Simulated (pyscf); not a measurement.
Structures and frequencies: ωB97X-D3(BJ)/def2-SVP in PySCF. MP2 and CC: frozen core, UHF for open shells. ΔMP2 is the change of the MP2 total energy from the triple- to the quadruple-zeta basis.

### Question
F–C:–F [singlet] + HC≡CH → HC≡C–CH(F)–F
Surface: singlet. Broken: C–H. Formed: C–C, C–H. Give ΔE‡ and ΔE from CCSD(T)/def2-TZVPP + ΔMP2(QZVPP), relative to the separated reactants.

### Answer
ΔE‡ = 40.5 kcal/mol, ΔE = -56.0 kcal/mol. Zero-point energy shifts the barrier by +0.4 kcal/mol. It is an insertion, with an imaginary mode of 1547i cm⁻¹. This saddle turned up in a search for another step; its sides and bond changes are read from the two ends of the descent. This is the saddle that the search found; another between the same sides may lie lower. The CCSD(T) − MP2 part came from Ansatz, without density fitting, on the same reference.
